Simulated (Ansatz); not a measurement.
`CC(C)CF`, charge 0, multiplicity 1.

Q: Give a relaxed structure at PBE0-D4/def2-TZVP (Ansatz 0.2.0). (An estimate is asked.)

A: Computed: 
```xyz
14

C     0.7684    1.2364    0.1335
C     0.2072   -0.1011   -0.3267
C     0.4210   -1.1890    0.7137
C    -1.2591    0.0602   -0.6577
F    -1.7848   -1.1168   -1.1647
H     0.2712    1.5756    1.0478
H     0.6422    2.0129   -0.6255
H     1.8350    1.1530    0.3519
H     0.7158   -0.3950   -1.2531
H     1.4855   -1.3378    0.9090
H    -0.0569   -0.9169    1.6604
H    -0.0009   -2.1397    0.3840
H    -1.4103    0.8393   -1.4119
H    -1.8344    0.3190    0.2393
```
This is one stationary point; other conformers may exist.
